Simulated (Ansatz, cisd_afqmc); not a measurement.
System: CH2, charge 0, triplet. CH2 (SMILES [CH2], triplet).
B3LYP-D3(BJ)/def2-TZVP minimum from Ansatz (a first-principles code):
```xyz
3

C      0.0094     0.0032     0.1026
H     -0.0192     0.9863    -0.3393
H     -0.0373    -1.0052    -0.2764
```
Charge 0, spin multiplicity 3.

Total energies in cc-pVDZ, 6 correlated electrons, 1 frozen orbitals. Radicals and triplets start from unrestricted determinants; spin-orbit coupling is neglected. Cores are frozen in correlated methods. No relativity. AFQMC is phaseless with a CISD trial state; ± is one standard error, without the phaseless bias. Outlying blocks are dropped, and bars are widened where a walk drifts. Over all cases where full CI ran beside it in this data, AFQMC minus full CI had a median of +0.1 mEh and passed +0.4 mEh in a tenth of the cases. Full CI freezes restricted core orbitals and the other rows unrestricted ones, which leaves a small offset even where coupled cluster is exact.

```csv
method,program,energy (Eh),error against FCI (mEh)
HF,Ansatz,-38.92665,115.11
MP2,Ansatz,-39.01946,22.29
CCSD,Ansatz,-39.03962,2.14
CCSD(T),Ansatz,-39.04134,0.41
CCSDT(Q),Ansatz,-39.04179,-0.03
CCSDTQ,Ansatz,-39.04180,-0.04
AFQMC/CISD,cisd_afqmc,-39.0417 ± 0.0001,0.0 ± 0.1
FCI,Ansatz,-39.04176,0.00
```
